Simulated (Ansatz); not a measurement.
`C=C(N)C#N` + H₂O → `C=C(N)O` + `C#N` at 600 K and 1 bar (formal hydrolysis of a C–C bond).

Program: Ansatz. Geometries: PBE0-D4/def2-TZVP. ΔE: electronic, gas phase. CCSD(T)/CBS is the MP2 limit (def2-TZVPP, def2-QZVPP) plus CCSD(T) − MP2 in def2-TZVPP, frozen cores. This one scheme is used for every species. Each species was taken in one conformer, which may not be the lowest.

```csv
species,CCSD(T)/CBS energy (Eh),H − E (kJ/mol),S (J/(mol·K))
`C=C(N)C#N`,-225.92454,228.2,375.1
H₂O,-76.37941,76.8,212.8
`C=C(N)O`,-208.96738,240.4,355.6
`C#N`,-93.32098,64.3,228.4
```

H − E and S are ideal-gas, rigid-rotor, harmonic terms from PBE0-D4/def2-TZVP, for one conformer and one mirror image of each species. 1 Eh = 2625.50 kJ/mol, R = 8.31446 J/(mol·K).

Q: By hand: ΔE, ΔH, ΔS and ΔG.

A: ΔE = (-208.96738) + (-93.32098) − (-225.92454) − (-76.37941) = 0.01559 Eh = 40.9 kJ/mol. Δ(H − E) = 240.4 + 64.3 − 228.2 − 76.8 = -0.3, so ΔH = 40.6 kJ/mol. ΔS = 355.6 + 228.4 − 375.1 − 212.8 = -3.9 J/(mol·K). ΔG = 40.6 − 600 × (-3.9)/1000 = 42.9 kJ/mol.

Q: By hand: the equilibrium constant, and the temperature at which ΔG would vanish if ΔH and ΔS stayed fixed.

A: log₁₀ K = −ΔG/(RT ln 10) = -3.7. ΔH and −TΔS have one sign here, so there is no such temperature. One of them is within its doubt of zero, so this could turn.

The number of gas molecules stays the same, so ΔS is small and ΔH decides. A doubt of 5 kJ/mol in ΔE shifts log₁₀ K by 0.4 here. Other conformers and mirror images would add mixing entropy, several J/(mol·K) or more a flexible species. These are equilibria of isolated gas molecules and say nothing of rates. Largest T1 diagnostic: 0.014 (customary marks: 0.02 for closed shells, 0.045 for open ones).
